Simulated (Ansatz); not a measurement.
# C₃H₃F: basis-set convergence

Aim: see how fast density functionals converge with the basis set for C₃H₃F.

Program: Ansatz 0.2.0, Gaussian basis. Level of theory: one geometry, several basis sets. These are calculated values, not measurements.

Levels to be run: PBE0-D4/def2-SVP; ωB97M-V/def2-SVP; PBE0-D4/def2-QZVPP; ωB97M-V/def2-QZVPP; the functionals' def2-TZVPP values are taken from earlier runs.

**1. The geometry**

The geometry comes from an earlier relaxation with PBE0-D4 in a triple-zeta def2 set; it is a stationary point, not always the lowest conformer.

SMILES `FC1C=C1`, 7 atoms, charge 0, spin multiplicity 1.

Atoms are counted from 1 here; the program's logs count them from 0.

Bond lengths: F1–C2 1.387 Å, C2–C3 1.459 Å, C2–C4 1.459 Å, C2–H5 1.087 Å, C3–C4 1.300 Å, C3–H6 1.077 Å, C4–H7 1.077 Å. Angles: F1–C2–C3 118.4°, F1–C2–C4 118.4°, F1–C2–H5 108.2°, C3–C2–C4 52.9°, C3–C2–H5 124.9°, C4–C2–H5 124.9°, C2–C3–C4 63.5°, C2–C3–H6 147.0°, C4–C3–H6 149.4°, C2–C4–C3 63.5°, C2–C4–H7 147.0°, C3–C4–H7 149.4°.

Coordinates:

```xyz
7
C3H3F
F    -1.5304   -0.9811    0.0107
C    -0.5189   -0.1493   -0.4461
C     0.1826    0.6869    0.5222
C     0.8301   -0.3472    0.0732
H    -0.7553    0.1452   -1.4653
H     0.1409    1.5433    1.1745
H     1.7122   -0.9658    0.0851
```

**2. PBE0-D4 in def2-SVP**

Contents of in.yaml:

```yaml
crystal:
  periodic: [false, false, false]
  atoms:
    - {symbol: F, position_ang: [-1.530436, -0.981062, 0.010749]}
    - {symbol: C, position_ang: [-0.518892, -0.149288, -0.446066]}
    - {symbol: C, position_ang: [0.182627, 0.686855, 0.522154]}
    - {symbol: C, position_ang: [0.830144, -0.347150, 0.073235]}
    - {symbol: H, position_ang: [-0.755271, 0.145208, -1.465326]}
    - {symbol: H, position_ang: [0.140947, 1.543328, 1.174509]}
    - {symbol: H, position_ang: [1.712182, -0.965789, 0.085146]}
basis:
  gaussian: {orbitals: def2-SVP}
hamiltonian: {xc: pbe0, dispersion: d4}
output: {orbitals: {seedname: orbitals}}
```

The run is started by

```sh
$ ansatz run in.yaml --threads 2 --pin off --events-out ev --progress --plain --max-ram 4352MiB
```

The runs that follow: ωB97M-V in def2-SVP; PBE0-D4 in def2-QZVPP; ωB97M-V in def2-QZVPP.

Q: Predict the results of all the runs planned. Wanted: PBE0-D4: double and triple zeta above quadruple; ωB97M-V: double and triple zeta above quadruple.

The runs gave:

| quantity | value |
| --- | --- |
| PBE0-D4: double and triple zeta above quadruple | 7.12, 0.32 eV |
| ωB97M-V: double and triple zeta above quadruple | 7.34, 0.30 eV |

PBE0-D4 gains 6.80 eV from double to triple zeta, then 0.32 eV more. Total energies overstate the basis error of differences, where much of it tends to cancel. The LUMO of ωB97M-V is positive and keeps falling with the basis (2.16 to 1.65 eV): an unbound level that the basis holds in place.
